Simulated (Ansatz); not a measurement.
**H2O2 (triplet): the correlation ladder at distance O1–H3 along a hydrogen transfer = 1.368 Å, cc-pVDZ**

How much of the correlation energy of H2O2 (triplet) does each wave-function method recover here?

The runs use Ansatz 0.2.0, Gaussian basis; cc-pVDZ, core rule «outside noble gas», up to 2 orbitals frozen.

To be run: UHF; CCSD(T) on ROHF; CCSD(T) on UHF; BCCD(T) on ROHF; CISD; CCSDT(Q) on ROHF; CCSDT(Q) on UHF; CASSCF and MRCISD+Q, 4 electrons in 4 orbitals; CASSCF and NEVPT2, 4 electrons in 4 orbitals; CASSCF and MRCISD+Q, 14 electrons in 10 orbitals; CASSCF and NEVPT2, 14 electrons in 10 orbitals.

9 further runs of the same task are left out: 8 that didn't finish, 1 set aside as unsound or not needed.

**1. The geometry**

The geometry derives from fragments relaxed apart (PBE0/def2-TZVP) and kept rigid, so it is no stationary point. A hydrogen atom is moved between rigid fragments.

4 atoms, charge 0, spin multiplicity 3.

Atoms are counted from 1 here; the program's logs count them from 0.

Bond lengths: O1–H2 0.960 Å, H3–O4 1.153 Å.

**2. UHF**

Contents of in.yaml:

```yaml
crystal:
  periodic: [false, false, false]
  atoms:
    - {symbol: O, position_ang: [-1.218946, -0.027457, 0.000000]}
    - {symbol: H, position_ang: [-1.468256, 0.899119, 0.000000]}
    - {symbol: H, position_ang: [0.149054, -0.027457, 0.000000]}
    - {symbol: O, position_ang: [1.302054, -0.027457, 0.000000]}
basis:
  gaussian: {orbitals: cc-pVDZ}
magnetization: {spin_polarized: true, initial_magnetization: 2}
hamiltonian: {xc: hf}
output: {orbitals: {seedname: orbitals}}
```

Started as:

```bash
> ansatz run in.yaml --threads 1 --pin off --events-out ev --progress --plain --max-ram 2393MiB
```

Further steps of the session: CCSD(T) on ROHF; CCSD(T) on UHF; BCCD(T) on ROHF; CISD; CCSDT(Q) on ROHF; CCSDT(Q) on UHF; CASSCF and MRCISD+Q, 4 electrons in 4 orbitals; CASSCF and NEVPT2, 4 electrons in 4 orbitals; CASSCF and MRCISD+Q, 14 electrons in 10 orbitals; CASSCF and NEVPT2, 14 electrons in 10 orbitals.

Q: Predict the results of all the runs planned. Wanted: UCCSDT(Q) below the RHF energy; RMP2 from UCCSDT(Q); UMP2 from UCCSDT(Q); RCCSD from UCCSDT(Q); RCCSD(T) from UCCSDT(Q); UCCSD(T) from UCCSDT(Q); RCCSDT(Q) from UCCSDT(Q); NEVPT2 pair from UCCSDT(Q); MRCISD+Q pair from UCCSDT(Q).

As calculated:

| quantity | value |
| --- | --- |
| UCCSDT(Q) below the RHF energy | -9.7988 eV |
| RMP2 from UCCSDT(Q) | +1109.9 meV |
| UMP2 from UCCSDT(Q) | +1066.6 meV |
| RCCSD from UCCSDT(Q) | +212.6 meV |
| RCCSD(T) from UCCSDT(Q) | +47.0 meV |
| UCCSD(T) from UCCSDT(Q) | +42.4 meV |
| RCCSDT(Q) from UCCSDT(Q) | +1.8 meV |
| NEVPT2 pair from UCCSDT(Q) | +876.4 meV |
| MRCISD+Q pair from UCCSDT(Q) | +129.1 meV |
| NEVPT2 valence from UCCSDT(Q) | +1479.3 meV |
| levels within 1 kcal/mol (43 meV) | UCCSD(T), BCCD(T), RCCSDT, UCCSDT, RCCSDT(Q) |
| T1 diagnostic | 0.042 |
| effectively unpaired electrons | 2.01 |

What this shows: RCCSD(T) lands +47.0 meV from the yardstick (0.5 % of the correlation energy). The occupations are near whole numbers, but T1 = 0.042 shows that the orbitals relax strongly. Of the multireference levels listed MRCISD+Q pair comes nearest in total energy (+129.1 meV), which doesn't show that its space is the better one. Coupled cluster took another determinant than the lowest Hartree-Fock one. These misses are within one basis, not against nature; the frozen cores of restricted and unrestricted runs differ, which can shift their rows.
